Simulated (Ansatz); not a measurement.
# 1T (CdI2-type) ZrSe2

Computed with PBE (PAW; Ansatz, a first-principles code).

Run with plane-wave cutoff 520 eV, 12×12×6 k mesh (along the axes of the cell as run), scalar-relativistic PAW data made under PBE.

Cell (relaxed at this level):

```
CELL_PARAMETERS angstrom
      3.79827     0.00000     0.00000
     -1.89914     3.28940     0.00000
      0.00000     0.00000     6.87755
ATOMIC_POSITIONS crystal
  Zr 0.00000 0.00000 0.00000
  Se 0.33333 0.66667 0.23020
  Se 0.66667 0.33333 0.76980
```

```
Item                                              Value
---------------------------------------------  --------
elastic constant C11                           93.1 GPa
elastic constant C12                           18.9 GPa
elastic constant C13                           0.36 GPa
elastic constant C33                           3.36 GPa
elastic constant C44                           1.18 GPa
elastic constant C66                           37.1 GPa
Voigt–Reuss–Hill bulk modulus                  14.3 GPa
Voigt–Reuss–Hill shear modulus (Hill average)  10.8 GPa
Young modulus                                  25.8 GPa
Poisson ratio                                     0.199
```

Note: the cell comes from a level without a dispersion term, which matters for the spacing of layers, chains or molecules; the cell has widely spaced layers and the level no dispersion term, so their spacing and the moduli can rest on weak binding.

Elastic constants are with the ions relaxed.

Computed values are for the static lattice.

The result took around 29 core-minutes (rough).
